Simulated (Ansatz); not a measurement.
Results of LDA+SOC (PAW; Ansatz, a first-principles code) for rock-salt HfN.

Numerical settings: plane-wave cutoff 520 eV, 16×16×16 k mesh, Fermi–Dirac smearing 0.1 eV, perturbation theory, PAW data made under PBE.

Computed at the level's own relaxed cell.

Q: What does this level give for the TO(Γ) frequency?

A: 
- TO(Γ) frequency: 515 cm⁻¹

Cost on a shared machine: roughly 60 core-minutes.
